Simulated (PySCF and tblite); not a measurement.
The numbers below are computed, except where a source is named.
C₅H₁₂O, numbered as in [CH3:1][CH2:2][CH:3]([OH:4])[CH2:5][CH3:6].

Search: ETKDG and KDG, MMFF94s, GFN2-xTB, 150 starts; geometries at PBE0-D3(BJ)/def2-SVP. Weights use PBE0-D3(BJ)/pcseg-1 energies plus GFN2-xTB zero-point and thermal terms (modes under about 100 cm⁻¹ blended into free rotors). Symmetry numbers and mirror images are counted. Conformers within 3 kcal/mol (GFN2-xTB free energy) were kept, 4 at most. GIAO shieldings: LDA/pcSseg-1. Shifts are against TMS (¹H), TMS (¹³C) at the same level; of two unlike H on one atom, a is the less shielded. Codes: tblite and PySCF.

Q: What shifts does this protocol give at 298.15 K under fast conformational exchange?

A: ¹H: 3.21 (H3, 1H), 1.38 (H2a/H5a, 2H), 1.08 (H2b/H5b, 2H), 1.05 (H1/H6, 6H) ppm. ¹³C: 81.3 (C3), 36.4 (C2/C5), 10.7 (C1/C6) ppm.

Q: How do the conformers differ?

A: Torsions listed: C1–C2–C3–O4, C2–C3–O4–H4, O4–C3–C5–C6. Of a mirror pair one member is shown.
```json
{"conformer": "1", "shape": "60°, -64°, -60°", "weight %": "40.6"}
{"conformer": "2", "shape": "56°, 63°, -56°", "weight %": "32.3"}
{"conformer": "3", "shape": "169°, 62°, -56°", "weight %": "17.7"}
{"conformer": "4", "shape": "60°, 60°, 64°", "weight %": "9.3"}
```

```
 signal     1     2     3     4  average
  H1/H6  1.02  1.13  1.01  0.93     1.05
H2a/H5a  1.26  1.53  1.31  1.55     1.38
H2b/H5b  1.25  0.78  1.16  1.23     1.08
     H3  3.32  3.06  3.09  3.54     3.21
  C1/C6  10.9  11.3  10.9   7.5     10.7
  C2/C5  35.6  38.4  36.4  33.2     36.4
     C3  81.6  81.5  82.1  78.2     81.3
```

Q: Which signal moves most, for its nucleus, between 220 and 380 K through the change of populations alone?

A: H2b/H5b: 1.05 ppm at 220 K, 1.07 ppm at 260 K, 1.08 ppm at 298.15 K, 1.09 ppm at 340 K, 1.09 ppm at 380 K.

H on N, O and S are left out: they exchange, and hydrogen bonds move them by several ppm. Shifts are unscaled: against experiment ¹³C can be off by 15 ppm or more and ¹H by 0.8 ppm. The cap on conformers cut off some of the population, so the set may be incomplete.
